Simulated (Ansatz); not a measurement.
Process, species as SMILES: [SiH2] (SiH2) (closed-shell singlet) → 2 H atom + Si atom
B3LYP-D3(BJ)/def2-TZVP geometries, fixed; electronic energies without zero-point terms.

Basis-set convergence of the atomisation energy at HF with Ansatz (a quantum-chemistry and plane-wave program). Cartesian d functions, on some or all atoms, in 6-31G*; all else is spherical. A restricted Hartree-Fock determinant is unstable towards unrestricted orbitals. Open shells are unrestricted. No added dispersion term, no relativity. Functions are those of the species that has most. Reference: the value in pcseg-4, 110.72 kcal/mol, itself unsure by roughly 0.09 kcal/mol (its mean distance from aug-pcseg-3, aug-cc-pV(Q+d)Z, cc-pV(5+d)Z).

```
basis              functions  atomisation energy (kcal/mol)
-----------------  ---------  -----------------------------
STO-3G                    11                            ___
3-21G                     17                          92.41
def2-SV(P)                22                         106.43
6-31G*                    23                         107.50
def2-SVP                  28                         108.85
def2-SVPD                 40                            ___
aug-pcseg-1               45                            ___
aug-cc-pV(D+d)Z           50                         108.48
cc-pV(T+d)Z               67                         110.19
jun-cc-pV(T+d)Z           76                            ___
def2-TZVPPD               82                         110.37
6-311++G(3df,3pd)         83                         110.24
aug-pcseg-2               96                         110.73
aug-cc-pV(T+d)Z          101                         110.23
aug-cc-pV(Q+d)Z          181                         110.61
aug-pcseg-3              187                         110.65
cc-pV(5+d)Z              210                         110.64
pcseg-4                  227                         110.72
```

### Question
Fill in the missing entries.

### Answer

- STO-3G, atomisation energy (kcal/mol): 165.52
- def2-SVPD, atomisation energy (kcal/mol): 109.10
- aug-pcseg-1, atomisation energy (kcal/mol): 109.86
- jun-cc-pV(T+d)Z, atomisation energy (kcal/mol): 110.17
